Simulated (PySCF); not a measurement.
Gas-phase reaction: 3 AlH3 + 2 C3H6 (propylene) = 3 AlH(CH3)2

Computed with PySCF and rigid-rotor harmonic-oscillator thermochemistry at 1 bar. † marks an energy on the PBE0/def2-TZVP geometry and frequencies; other levels use their own. CCSD(T) freezes the core. 6-31G* has spherical d functions here. All species are closed-shell singlets. B3LYP is the form with VWN-RPA correlation. AlH3, AlH(CH3)2: computed as isolated molecules; such fragments, hydroxides, amides, oligomers or adducts are transient or little studied in the gas. CCSD(T) isn't extrapolated to the basis-set limit.

```json
[
 {"level": "B3LYP/6-31G*", "ΔH°(298 K), kJ": "___"},
 {"level": "B3LYP/def2-TZVP†", "ΔH°(298 K), kJ": "-385"},
 {"level": "BLYP/def2-TZVP†", "ΔH°(298 K), kJ": "-364"},
 {"level": "CCSD(T)/def2-TZVPP†", "ΔH°(298 K), kJ": "___"},
 {"level": "HF/6-31G*", "ΔH°(298 K), kJ": "___"},
 {"level": "HF/def2-TZVP†", "ΔH°(298 K), kJ": "-322"},
 {"level": "PBE/def2-SVP", "ΔH°(298 K), kJ": "___"},
 {"level": "PBE/def2-TZVP†", "ΔH°(298 K), kJ": "-427"},
 {"level": "PBE0/def2-TZVP", "ΔH°(298 K), kJ": "-439"}
]
```

### Question
Some entries are withheld; supply them.

### Answer

- B3LYP/6-31G*, ΔH°(298 K), kJ: -370
- CCSD(T)/def2-TZVPP†, ΔH°(298 K), kJ: -409
- HF/6-31G*, ΔH°(298 K), kJ: -320
- PBE/def2-SVP, ΔH°(298 K), kJ: -411
